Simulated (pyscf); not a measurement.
methane (CH₄) + Cl atom (Cl•) -> chloromethane (H₃C–Cl) + H atom (H•), a substitution at C (doublet surface; C–H broken, C–Cl formed). Single points on ωB97X-D3(BJ)/def2-SVP structures (PySCF, gas phase). Correlated levels are frozen-core, on RHF or UHF. ΔMP2 is the change of the MP2 total energy from the triple- to the quadruple-zeta basis. Energies in eV from the separated reactants.

Small-basis levels: PySCF, no dispersion term, spherical d functions. AM1 to PM7: differences of heats of formation from MOPAC. GFN2-xTB: tblite. Open shells are spin-unrestricted. 

| level | barrier | reaction energy |
|---|---|---|
| SVWN5/6-31G* | 0.95 | +0.72 |
| BP86/6-31G* | 1.50 | +1.10 |
| B3LYP/STO-3G | 2.55 | +2.02 |
| B3LYP/LANL2DZ | 2.12 | +1.79 |
| B3LYP/6-311+G** | 1.81 | +1.28 |
| B3LYP/def2-SVP | ? | +1.25 |
| GFN2-xTB | ? | +0.70 |
| PM3 | 0.97 | +0.92 |
| PM6 | 1.33 | +0.87 |
| CCSD(T)/def2-TZVPP + ΔMP2(QZVPP) | ? | +1.11 |

**Question.** Complete the blanks.

**Answer.** 
- B3LYP/def2-SVP, barrier: 1.84
- GFN2-xTB, barrier: 1.61
- CCSD(T)/def2-TZVPP + ΔMP2(QZVPP), barrier: 1.87

Against the last row the barrier runs from -0.92 (SVWN5/6-31G*) to +0.68 eV (B3LYP/STO-3G). CCSD(T)/def2-TZVPP + ΔMP2(QZVPP) has limits of its own. Abstraction by the radical was not located in this set and often lies lower. One saddle was located; it need not be the lowest between these sides. The angle at the attacked C is 180°. The CCSD(T) − MP2 part came from Ansatz, without density fitting, on the same reference. Left out: the spin-orbit lowering of Cl.
